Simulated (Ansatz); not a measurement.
A made-up structure of MgAlSiH5, singlet:

```xyz
8
angstrom
Mg -1.8310 0.7507 -1.3889
Si 0.1165 0.8256 0.2958
Al 1.1704 -1.3168 0.6881
H -3.1173 0.6778 -2.5065
H 1.5868 -1.3832 2.1484
H -0.4140 1.3859 1.5801
H 2.3539 -1.8244 -0.2479
H 0.6000 -2.3130 1.7911
```

It is relaxed with PBE-D4/def2-SVP and then PBE0-D4/def2-TZVP (Ansatz 0.2.0). Atoms count as bonded within 1.22 times the sum of their covalent radii (H–H: 0.88 Å). The end point is not checked to be a true minimum.

(1) Does its bonding change? (Judge from chemistry; the calculation decides.)

## Answers

(1) By the calculation: Yes. Formed: Si2–H8; broken: Al3–H8.

Where it ends: The first stage lowers the energy by 3.11 eV in 29 steps. It ends as MgAlSiH₅ ([MgH][SiH2][AlH2]):
```json
{"atom": "Mg1", "x (Å)": "-1.5090", "y (Å)": "0.6139", "z (Å)": "-1.2452"}
{"atom": "Si2", "x (Å)": "-0.5415", "y (Å)": "-0.3446", "z (Å)": "0.9407"}
{"atom": "Al3", "x (Å)": "1.7304", "y (Å)": "-1.1560", "z (Å)": "0.7527"}
{"atom": "H4", "x (Å)": "-2.1273", "y (Å)": "1.2410", "z (Å)": "-2.7058"}
{"atom": "H5", "x (Å)": "2.9669", "y (Å)": "-0.1796", "z (Å)": "0.9809"}
{"atom": "H6", "x (Å)": "-0.6294", "y (Å)": "0.7210", "z (Å)": "1.9902"}
{"atom": "H7", "x (Å)": "2.0217", "y (Å)": "-2.6409", "z (Å)": "0.2578"}
{"atom": "H8", "x (Å)": "-1.4465", "y (Å)": "-1.4519", "z (Å)": "1.3888"}
```

Labels in which every atom is bracketed show which atoms are joined, not bond orders.

For scale, one of the runs: PBE0-D4/def2-TZVP relaxation, 136 basis functions, launched by `ansatz run in.yaml --threads 2 --pin off --events-out ev --progress --plain --max-ram 4352MiB`. Hardware: 2 CPU threads of an Arm Neoverse V2, shared host. Wall time about 15 s.
